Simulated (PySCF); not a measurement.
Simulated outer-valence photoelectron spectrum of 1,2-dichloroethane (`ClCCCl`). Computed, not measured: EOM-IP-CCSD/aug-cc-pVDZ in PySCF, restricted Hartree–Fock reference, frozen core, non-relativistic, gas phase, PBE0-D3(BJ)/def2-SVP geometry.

Each root has a Gaussian of 0.4 eV full width with its one-hole share as area; cross sections and vibrations are left out, and the highest printed point is 100.

(ionisation energy (eV), intensity): (10.6, 0), (10.7, 1), (10.8, 5), (10.9, 15), (11.0, 35), (11.1, 63), (11.2, 89), (11.3, 100), (11.4, 93), (11.5, 77), (11.6, 62), (11.7, 51), (11.8, 39), (11.9, 23), (12.0, 10), (12.1, 3), (12.2, 1), (12.3, 0), (12.4, 0), (12.5, 0), (12.6, 0), (12.7, 0), (12.8, 0), (12.9, 0), (13.0, 0), (13.1, 0), (13.2, 1), (13.3, 3), (13.4, 10), (13.5, 22), (13.6, 35), (13.7, 39), (13.8, 31), (13.9, 18), (14.0, 9), (14.1, 9), (14.2, 18), (14.3, 31), (14.4, 39), (14.5, 34), (14.6, 21), (14.7, 11), (14.8, 8), (14.9, 14), (15.0, 27), (15.1, 38), (15.2, 38), (15.3, 31), (15.4, 27), (15.5, 32), (15.6, 39), (15.7, 37), (15.8, 25), (15.9, 12), (16.0, 4), (16.1, 1), (16.2, 0)

Where are the maxima, and how many lines lie under the curve?

5 maxima, at 11.3, 13.7, 14.4, 15.2 and 15.6 eV, from 8 lines. At this width some lines have no maximum of their own.

List the lines with their holes.

```tsv
E (eV)	leading hole (HF orbital)	area	Koopmans (eV)
11.16	HOMO	0.96	12.04
11.30	HOMO-1	0.96	12.17
11.42	HOMO-2	0.96	12.25
11.72	HOMO-3	0.95	12.61
13.68	HOMO-4	0.96	14.38
14.41	HOMO-5	0.95	15.62
15.15	HOMO-7	0.95	16.60
15.64	HOMO-6	0.95	16.57
```

The widest gap, 1.96 eV, lies between 11.72 and 13.68 eV. Only orbitals with −ε under 21 eV, eight at most, were ionised, so the high end of the curve may lack lines.

Conformer computed: `[Cl:1][CH2:2][CH2:3][Cl:4]`: Cl1–C2–C3–Cl4 180°.

One conformer stands for the species.
